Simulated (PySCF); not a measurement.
**BN2H5 (SMILES NBN) at HF/STO-6G (density fitting)**

Aim: the energy difference between two shapes of BN2H5 at HF/STO-6G (density fitting), from 2 runs. 

Program for the calculation: PySCF 2.14.0.

6 further runs of the same task are left out: 6 set aside as unsound or not needed.

## (1) The structure to begin with

BN2H5 has 8 atoms, charge 0, and is taken as a singlet. As SMILES, `NBN`. The coordinates come from a PBE0-D4/def2-TZVP relaxation.

Bond lengths: N1–B2 1.409 Å, B2–N3 1.409 Å, N1–H4 1.005 Å, N1–H5 1.002 Å, B2–H6 1.200 Å, N3–H7 1.003 Å, N3–H8 1.005 Å. Angles: N1–B2–N3 122.9°, N1–B2–H6 118.5°, N3–B2–H6 118.5°, B2–N1–H4 124.5°, B2–N1–H5 121.9°, B2–N3–H7 121.9°, B2–N3–H8 124.5°, H4–N1–H5 113.6°, H7–N3–H8 113.6°.

## (2) The energy at HF/STO-6G (density fitting)

Input file job.py:

```python
import pyscf.grad
from pyscf import gto
from pyscf import df
from pyscf.pbc.tools.pyscf_ase import PySCF, ase_atoms_to_pyscf
from ase import Atoms

atoms = Atoms(['N', 'B', 'N', 'H', 'H', 'H', 'H', 'H'], positions=[
    [-0.971000, 0.516500, -0.581100],
    [0.194200, 0.386600, 0.200500],
    [0.848200, -0.845200, 0.401400],
    [-1.426800, -0.244500, -1.053400],
    [-1.423900, 1.400900, -0.713700],
    [0.649700, 1.368600, 0.718000],
    [1.676700, -0.919800, 0.960900],
    [0.545000, -1.720300, 0.011600],
])

mol = gto.M(
    atom=ase_atoms_to_pyscf(atoms),
    basis='sto-6g',
    max_memory=1860,
    verbose=4,
)

myscf = mol.RHF()
myscf = myscf.density_fit(auxbasis=df.aug_etb(mol, beta=2.0))
atoms.calc = PySCF(method=myscf)

e_ev = atoms.get_potential_energy()
print('energy %.6f eV' % e_ev)
```

Command:

```sh
$ OMP_NUM_THREADS=1 python job.py
```

Output:

```text
PySCF version 2.14.0

[... 73 lines left out ...]
converged SCF energy = -136.150149985292
energy -3704.834288 eV
```

Run time: 0.89 s. Hardware: 1 thread of Arm Neoverse V1, shared host; peak memory 0.12 GiB.

## (3) The distorted shape, same level

Input file run.py:

```python
import pyscf.grad
from pyscf import gto
from pyscf import df
from pyscf.pbc.tools.pyscf_ase import PySCF, ase_atoms_to_pyscf
from ase import Atoms

atoms = Atoms(['N', 'B', 'N', 'H', 'H', 'H', 'H', 'H'], positions=[
    [-0.885848, 0.611141, -0.479453],
    [0.349129, 0.407360, 0.238664],
    [0.887409, -0.876288, 0.392054],
    [-1.394994, -0.158591, -1.209492],
    [-1.388557, 1.348755, -0.870805],
    [0.666964, 1.576206, 0.668899],
    [1.691853, -0.927408, 1.139588],
    [0.531326, -1.692108, 0.109596],
])

mol = gto.M(
    atom=ase_atoms_to_pyscf(atoms),
    max_memory=1860,
    verbose=4,
    spin=0,
    basis='sto-6g',
)

mf = mol.RHF()
mf = mf.density_fit(auxbasis=df.aug_etb(mol, beta=2.0))
atoms.calc = PySCF(method=mf)

e_ev = atoms.get_potential_energy()
print('energy %.6f eV' % e_ev)
```

Command:

```sh
$ OMP_NUM_THREADS=1 python run.py
```

Output:

```text
PySCF version 2.14.0

[... 75 lines left out ...]
converged SCF energy = -136.07321095872
energy -3702.740670 eV
```

Run time: 0.89 s. Hardware: 1 thread of Arm Neoverse V1, shared host; peak memory 0.12 GiB.

## (4) Outcome

Level: HF/STO-6G (density fitting).

| quantity | value |
| --- | --- |
| first shape: total energy | -136.15015 Eh |
| first shape: dipole moment | 1.16 D |
| first shape: HOMO energy | -8.21 eV |
| first shape: LUMO energy | 10.79 eV |
| first shape: HOMO–LUMO gap | 19.01 eV |
| distorted shape: total energy | -136.07321 Eh |
| distorted shape: dipole moment | 1.14 D |
| distorted shape: HOMO energy | -8.10 eV |
| distorted shape: LUMO energy | 10.35 eV |
| distorted shape: HOMO–LUMO gap | 18.46 eV |
| energy change with the atoms displaced | 2.094 eV |

In words: With the atoms displaced the energy rises by 2.09 eV (48 kcal/mol). The first shape isn't relaxed at this level, so the change isn't measured from a minimum. The minimal basis adds a large error of its own. Mulliken charges (first shape) run from -0.54 on N1 to +0.45 on B2; they depend strongly on the basis. Mulliken charges (distorted shape) run from -0.54 on N3 to +0.46 on B2.
